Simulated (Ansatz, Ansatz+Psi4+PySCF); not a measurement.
```xyz
2

N     0.0000    0.0000   -0.6094
O     0.0000    0.0000    0.5333
```

Basis set: cc-pVTZ (spherical functions). Correlated methods keep 2 orbitals frozen. Correlation on ROHF uses semicanonical orbitals with singles. Charge 0, multiplicity 2.

Computed with Ansatz (development build ahead of 0.2.0); each method stands on the lowest determinant of its kind that the runs found.

The atomization energy at this shape (free ground-state atoms in the same class of orbitals less the molecule, no zero-point energy) of doublet NO:

```tsv
method	atomization energy
ROHF-CCSD	134.80 kcal/mol
ROHF-MP2	155.27 kcal/mol
UHF-MP2	151.77 kcal/mol
```

Problem. What does ROHF-CCSD(T) give?

Solution. 143.25 kcal/mol. Caution for ROHF-MP2, UHF-MP2: forces differ strongly between restricted and unrestricted references.
